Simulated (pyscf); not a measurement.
Thermochemistry of product channels of `[AsH2][InH2]` on the singlet surface, in kcal/mol, from ωB97M-D3(BJ)/def2-TZVP energies (ideal gas, 1 atm, RRHO with modes under 100 cm⁻¹ raised to 100, one conformer, R ln 2 for rigid chiral ones). Optimised with ωB97X-D3(BJ)/def2-SVP in PySCF.

```
products                              ΔE  ΔH(298 K)  ΔG(600 K)  ΔG(1200 K)
---------------------------------  -----  ---------  ---------  ----------
`[AsH]=[InH]` + `[H][H]`           +22.0      +20.4       +4.9       -10.5
`[AsH2][In]` [singlet] + `[H][H]`   -0.4       -1.0      -17.2       -33.1
```

The channel to HAs=InH + H₂ turns favourable between 298 and 1200 K (ΔG from +12.8 kcal/mol to -10.5 kcal/mol).

These are energies of the channels, which say nothing of barriers. Elements up to Kr have no core potential and no relativistic terms here. Elements past Kr carry the def2 core potentials, without spin-orbit coupling.
